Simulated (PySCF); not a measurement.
Estimate the missing entries of this data sheet.

C₄H₃NO.
Atom-mapped SMILES: `[CH2:1]=[CH:2][C:3](=[O:4])[C:5]#[N:6]` (hydrogens: H7, H8 on C1; H9 on C2)

Conformer (atom-mapped SMILES and torsion angles): `[CH2:1]=[CH:2][C:3](=[O:4])[C:5]#[N:6]`: C1–C2–C3–O4 -1°.

| property | level | value |
| --- | --- | --- |
| point group | PBE0-D3(BJ)/def2-TZVP | ? |
| rotational constants A, B, C | PBE0-D3(BJ)/def2-TZVP | ? |
| dipole moment | B97-2/pcSseg-2 | ? |
| HOMO energy | B97-2/pcSseg-2 | -8.53 eV |
| LUMO energy | B97-2/pcSseg-2 | ? |
| 13C chemical shifts (computed TMS as zero) by class | GIAO B97-2/pcSseg-2 | ? |
| 1H chemical shifts (computed TMS as zero) by class | GIAO B97-2/pcSseg-2 | ? |
| isotropic shieldings of nuclei other than C and H, by class | GIAO B97-2/pcSseg-2 | ? |

The electronic properties come from PySCF, for the isolated species, density fitting. Isolated species at its PBE0-D3(BJ)/def2-TZVP geometry (one conformer only).

(1) What is the LUMO energy?

(2) The rotational constants A, B, C?

(3) Give the dipole moment.

(4) Give the 13C chemical shifts (computed TMS as zero) by class.

(5) The 1H chemical shifts (computed TMS as zero) by class?

(6) The isotropic shieldings of nuclei other than C and H, by class?

(7) What is the point group?

## Answers

(1) -3.29 eV.

(2) 9.027, 2.485, 1.949 GHz.

(3) 4.28 D.

(4) 173.0 (C3), 144.8 (C1), 141.0 (C2), 121.0 (C5) ppm.

(5) 7.18 (H8), 6.96 (H9), 6.30 (H7) ppm.

(6) -38 (N6), -308 (O4) ppm.

(7) Cs.

 With B = h/(8π²I), that is 505.379 GHz u Å² over I, the principal moments of inertia are 56.0, 203.3 and 259.3 u Å² (most abundant isotopes); the inertial defect Ic − Ia − Ib is 0.0 u Å² (zero for a rigid planar frame, negative otherwise). In atomic units the dipole is 1.68 e·bohr (1 au = 2.5417 D). The rotational constants make it an asymmetric top with κ = (2B − A − C)/(A − C) = -0.85, nearer the prolate limit (−1).

For the geometry optimisation (PBE0-D3(BJ)/def2-TZVP), hardware: one thread of an Arm Neoverse N1, no GPU, shared host with 64 logical CPUs at a one-minute load of 56. Cost: 3.5 min wall, 0.76 GiB resident at most.
